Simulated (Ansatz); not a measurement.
Molecule (SMILES): OO (H2O2).
Geometry (B3LYP-D3(BJ)/def2-TZVP, fixed):
```xyz
4

O      0.0155     0.7238    -0.0702
O     -0.0112    -0.7261    -0.0419
H      0.8057     0.8967     0.4614
H     -0.8394    -0.8786     0.4355
```

Basis-set convergence of the dipole moment at PBE0 with Ansatz (a program for electronic structure). Dipoles come from the density behind the forces; the sign is taken along the dipole that this method gives in the largest set. Cartesian d functions, on some or all atoms, in 6-31G*, 6-31+G*; all else is spherical. The program fits the integrals of some runs and decomposes those of others, by size. No added dispersion term, no relativity. Reference: the value in aug-cc-pVQZ, 1.678 D. Deviations are taken from unrounded values.

```json
[
 {"basis": "3-21G", "functions": "22", "dipole moment (D)": "2.076", "minus reference (D)": "0.398"},
 {"basis": "6-31G", "functions": "22", "dipole moment (D)": "2.225", "minus reference (D)": "0.547"},
 {"basis": "def2-SV(P)", "functions": "32", "dipole moment (D)": "1.917", "minus reference (D)": "0.239"},
 {"basis": "6-31G*", "functions": "34", "dipole moment (D)": "1.870", "minus reference (D)": "0.193"},
 {"basis": "cc-pVDZ", "functions": "38", "dipole moment (D)": "1.784", "minus reference (D)": "0.106"},
 {"basis": "def2-SVP", "functions": "38", "dipole moment (D)": "1.841", "minus reference (D)": "0.163"},
 {"basis": "pcseg-1", "functions": "38", "dipole moment (D)": "1.860", "minus reference (D)": "0.182"},
 {"basis": "6-31+G*", "functions": "42", "dipole moment (D)": "1.913", "minus reference (D)": "0.235"},
 {"basis": "6-311+G**", "functions": "56", "dipole moment (D)": "1.878", "minus reference (D)": "0.200"},
 {"basis": "aug-cc-pVDZ", "functions": "64", "dipole moment (D)": "1.690", "minus reference (D)": "0.012"},
 {"basis": "6-311++G(2d,2p)", "functions": "74", "dipole moment (D)": "1.745", "minus reference (D)": "0.067"},
 {"basis": "cc-pVTZ", "functions": "88", "dipole moment (D)": "1.734", "minus reference (D)": "0.056"},
 {"basis": "jun-cc-pV(T+d)Z", "functions": "106", "dipole moment (D)": "1.690", "minus reference (D)": "0.012"},
 {"basis": "aug-pcseg-2", "functions": "138", "dipole moment (D)": "1.684", "minus reference (D)": "0.006"},
 {"basis": "pcseg-3", "functions": "186", "dipole moment (D)": "1.695", "minus reference (D)": "0.017"},
 {"basis": "d-aug-cc-pVTZ", "functions": "188", "dipole moment (D)": "1.678", "minus reference (D)": "0.000"},
 {"basis": "def2-QZVPPD", "functions": "198", "dipole moment (D)": "1.678", "minus reference (D)": "0.001"},
 {"basis": "aug-cc-pVQZ", "functions": "252", "dipole moment (D)": "1.678", "minus reference (D)": "0.000"}
]
```
